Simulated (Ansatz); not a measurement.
**fcc Re (model structure)**

The numbers are results of r²SCAN in Ansatz (PAW), not measurements.

Settings: plane-wave cutoff 500 eV, 32×32×32 k mesh, Fermi–Dirac smearing 0.1 eV, no spin polarisation, scalar-relativistic PAW data made under PBE.

Cell (relaxed at this level):

```
CELL_PARAMETERS angstrom
      0.00000     1.94661     1.94661
      1.94661     0.00000     1.94661
      1.94661     1.94661     0.00000
ATOMIC_POSITIONS crystal
  Re 0.00000 0.00000 0.00000
```

```
Property  Result
--------  ------
band gap    none
```

Note: the relaxation could raise the start's symmetry but not lower it, so the cell can be a saddle point.

Spin–orbit coupling is not included.

The computed numbers hold no vibrational or temperature effects.

A model structure was made by putting elements into a prototype or built by hand; it is no filed structure, need not be a known phase, and can be a saddle point held by its symmetry.

Ansatz is a first-principles code.
